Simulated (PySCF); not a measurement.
Compound: C₃H₄NS (charge -1).
Numbering: `[CH2:1]=[N:2]/[CH:3]=[CH:4]\[S-:5]` (hydrogens: H6, H7 on C1; H8 on C3; H9 on C4)

Cartesian coordinates in Å at the GFN2-xTB level; atoms count from 1:
```xyz
9
C3H4NS angstrom
C      1.802    0.219   -0.280
N      0.609    0.583   -0.017
C     -0.405   -0.299    0.016
C     -1.703    0.022    0.297
S     -2.381    1.514    0.664
H      2.099   -0.821   -0.499
H      2.585    0.963   -0.294
H     -0.185   -1.363   -0.198
H     -2.409   -0.813    0.285
```

PySCF, density fitting, gas phase, GFN2-xTB geometry. The standard run uses grid level 2 after a coarse-grid start, the def2-universal JK fitting basis (with tight functions added where the orbital basis needs them), an energy threshold of 1e-9 Eh and DIIS. The changed runs have no coarse-grid stage.

Question: Standard PBE0/pcSseg-1: E = -569.281752 Eh, HOMO -0.246 eV, LUMO 3.725 eV, 14 cycles (coarse-grid cycles included). What changes at PBE0/pcSseg-1 with: grid level 1, level shift 0.3 Eh?

Answer: E = -569.281727 Eh (+0.025 mEh), HOMO -0.245 eV (+0.001), LUMO 3.725 eV (0.000), 17 SCF cycles. Of the changed settings only the grid enters the energy expression; the total energy moves by 0.02 kcal/mol.

The cycles:
```
cycle   1  E = -569.1621409938  dE =  6.763e-01  |g| = 5.496e-01  |ddm| = 2.818e+00
cycle   2  E = -569.2447839032  dE = -8.264e-02  |g| = 4.218e-01  |ddm| = 1.337e+00
cycle   3  E = -569.2754706748  dE = -3.069e-02  |g| = 1.387e-01  |ddm| = 2.712e-01
cycle   4  E = -569.2807437487  dE = -5.273e-03  |g| = 5.802e-02  |ddm| = 2.344e-01
cycle   5  E = -569.2816211576  dE = -8.774e-04  |g| = 1.563e-02  |ddm| = 9.787e-02
cycle   6  E = -569.2817081530  dE = -8.700e-05  |g| = 4.396e-03  |ddm| = 4.570e-02
cycle   7  E = -569.2817209670  dE = -1.281e-05  |g| = 2.074e-03  |ddm| = 1.916e-02
cycle   8  E = -569.2817247506  dE = -3.784e-06  |g| = 1.069e-03  |ddm| = 9.476e-03
cycle   9  E = -569.2817259811  dE = -1.231e-06  |g| = 5.723e-04  |ddm| = 5.177e-03
cycle  10  E = -569.2817264009  dE = -4.198e-07  |g| = 3.071e-04  |ddm| = 2.608e-03
cycle  11  E = -569.2817265503  dE = -1.494e-07  |g| = 2.087e-04  |ddm| = 1.424e-03
cycle  12  E = -569.2817266062  dE = -5.592e-08  |g| = 1.374e-04  |ddm| = 7.900e-04
cycle  13  E = -569.2817266277  dE = -2.149e-08  |g| = 8.997e-05  |ddm| = 4.340e-04
cycle  14  E = -569.2817266358  dE = -8.106e-09  |g| = 6.561e-05  |ddm| = 2.609e-04
cycle  15  E = -569.2817266392  dE = -3.410e-09  |g| = 4.575e-05  |ddm| = 1.542e-04
cycle  16  E = -569.2817266407  dE = -1.414e-09  |g| = 3.154e-05  |ddm| = 8.921e-05
cycle  17  E = -569.2817266413  dE = -6.150e-10  |g| = 2.174e-05  |ddm| = 5.262e-05
```
